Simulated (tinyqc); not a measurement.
Inside a calculation. Method: RHF in the sto-3g basis, for H3O+, spin multiplicity 1. One step of it, computed by the program tinyqc.

Question. Iteration 11 (converged): orbitals. Diagonalise F' = X^T F X, C = X C', fill 5 alpha and 5 beta electrons from the bottom; D = 2 C_occ C_occ^T. Each column has its largest component positive (the first on a tie).

converged F (hartree):
```
             1O 1s      1O 2s     1O 2px     1O 2py     1O 2pz      2H 1s      3H 1s      4H 1s
1O 1s   -20.829886  -5.304197   0.000004   0.000000   0.009715  -1.165846  -1.166947  -1.166947
1O 2s    -5.304197  -2.976429   0.000057   0.000000   0.051497  -1.200817  -1.201577  -1.201577
1O 2px    0.000004   0.000057  -0.911154   0.000000  -0.000016  -0.648573   0.324183   0.324183
1O 2py    0.000000   0.000000   0.000000  -0.911427   0.000000   0.000000  -0.561941   0.561941
1O 2pz    0.009715   0.051497  -0.000016   0.000000  -0.897124   0.111671   0.111749   0.111749
2H 1s    -1.165846  -1.200817  -0.648573   0.000000   0.111671  -0.874143  -0.393319  -0.393319
3H 1s    -1.166947  -1.201577   0.324183  -0.561941   0.111749  -0.393319  -0.874668  -0.393353
4H 1s    -1.166947  -1.201577   0.324183   0.561941   0.111749  -0.393319  -0.393353  -0.874668
```

X:
```
            1O 1s      1O 2s     1O 2px     1O 2py     1O 2pz      2H 1s      3H 1s      4H 1s
1O 1s    1.025037  -0.150464   0.000003   0.000000   0.003152   0.020290   0.020300   0.020300
1O 2s   -0.150464   1.318406  -0.000071   0.000000  -0.033796  -0.268340  -0.268630  -0.268630
1O 2px   0.000003  -0.000071   1.123776   0.000000   0.000011  -0.274276   0.137152   0.137152
1O 2py   0.000000   0.000000   0.000000   1.123969   0.000000   0.000000  -0.237746   0.237746
1O 2pz   0.003152  -0.033796   0.000011   0.000000   1.003853   0.030689   0.030731   0.030731
2H 1s    0.020290  -0.268340  -0.274276   0.000000   0.030689   1.198653  -0.067007  -0.067007
3H 1s    0.020300  -0.268630   0.137152  -0.237746   0.030731  -0.067007   1.198910  -0.067011
4H 1s    0.020300  -0.268630   0.137152   0.237746   0.030731  -0.067007  -0.067011   1.198910
```

Give: F' = X^T F X; orbital energies; coefficients C; D after iteration 11.

Answer.

F' = X^T F X (hartree):
```
         1       2       3       4       5       6       7       8
1  -20.443  -2.726   0.000   0.000   0.016  -0.175  -0.176  -0.176
2   -2.726  -1.631   0.000   0.000  -0.018  -0.507  -0.508  -0.508
3    0.000   0.000  -0.605   0.000   0.000  -0.548   0.274   0.274
4    0.000   0.000   0.000  -0.605   0.000   0.000  -0.475   0.475
5    0.016  -0.018   0.000   0.000  -0.887   0.071   0.071   0.071
6   -0.175  -0.507  -0.548   0.000   0.071  -0.283  -0.085  -0.085
7   -0.176  -0.508   0.274  -0.475   0.071  -0.085  -0.283  -0.085
8   -0.176  -0.508   0.274   0.475   0.071  -0.085  -0.085  -0.283
```

orbital energies (hartree): MO1 -20.839, MO2 -1.765, MO3 -1.103, MO4 -1.103, MO5 -0.898, MO6 0.089, MO7 0.299, MO8 0.300

coefficients C:
```
           MO1     MO2     MO3     MO4     MO5     MO6     MO7     MO8
1O 1s    0.994  -0.241   0.000   0.000  -0.029  -0.167   0.000   0.000
1O 2s    0.028   0.873   0.000   0.000   0.142   1.093   0.001   0.000
1O 2px   0.000   0.000   0.000   0.703   0.000   0.001  -0.939   0.000
1O 2py   0.000   0.000   0.703   0.000   0.000   0.000   0.000   0.940
1O 2pz  -0.001  -0.055   0.000   0.000   0.988  -0.180   0.000   0.000
2H 1s   -0.005   0.100   0.000   0.395  -0.041  -0.664   0.993   0.000
3H 1s   -0.005   0.100   0.342  -0.198  -0.041  -0.663  -0.497  -0.861
4H 1s   -0.005   0.100  -0.342  -0.198  -0.041  -0.663  -0.497   0.861
```

D after iteration 11:
```
         1O 1s   1O 2s  1O 2px  1O 2py  1O 2pz   2H 1s   3H 1s   4H 1s
1O 1s    2.093  -0.373   0.000   0.000  -0.033  -0.056  -0.056  -0.056
1O 2s   -0.373   1.565   0.000   0.000   0.185   0.162   0.162   0.162
1O 2px   0.000   0.000   0.987   0.000   0.000   0.555  -0.278  -0.278
1O 2py   0.000   0.000   0.000   0.987   0.000   0.000   0.481  -0.481
1O 2pz  -0.033   0.185   0.000   0.000   1.959  -0.093  -0.093  -0.093
2H 1s   -0.056   0.162   0.555   0.000  -0.093   0.336  -0.133  -0.133
3H 1s   -0.056   0.162  -0.278   0.481  -0.093  -0.133   0.336  -0.133
4H 1s   -0.056   0.162  -0.278  -0.481  -0.093  -0.133  -0.133   0.336
```
